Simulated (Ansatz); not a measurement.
α-quartz (SiO2), treated with PBE (Ansatz, a quantum-chemistry and plane-wave program, plane waves, PAW).

Settings: plane-wave cutoff 520 eV, 6×6×4 k mesh (along the axes of the cell as run), Fermi–Dirac smearing 0.01 eV, scalar-relativistic PAW data made under PBE.

Starting structure:

```xyz
9
Lattice="4.9160 0.0000 0.0000 -2.4580 4.2574 0.0000 0.0000 0.0000 5.4050" Properties=species:S:1:pos:R:3 pbc="T T T"
Si    -1.1545     1.9997     1.8017
Si     1.3035     2.2577     0.0000
Si     2.3090     0.0000     3.6033
O      0.2957     1.7604     1.1579
O      0.7856     3.6332     4.7613
O      3.2436     0.6241     2.4454
O      2.7537     2.4970     0.6437
O      1.3767     1.1363     4.2471
O     -1.0813     3.1211     2.9596
```

Question: Into what structure does the relaxation of cell and atoms lead at this level, with the symmetry of the start kept?

Answer: The volume increases by 6.5 %; final space group P3_221.
```xyz
9
Lattice="5.0231 0.0000 0.0000 -2.5116 4.3502 0.0000 0.0000 0.0000 5.5112" Properties=species:S:1:pos:R:3 pbc="T T T"
Si    -1.1976     2.0743     1.8371
Si     1.3140     2.2758     0.0000
Si     2.3952     0.0000     3.6742
O      0.2405     1.8034     1.1294
O      0.8295     3.6567     4.8036
O      3.3411     0.6934     2.5447
O      2.7521     2.5468     0.7077
O      1.4415     1.1100     4.3818
O     -1.0700     3.2402     2.9665
```
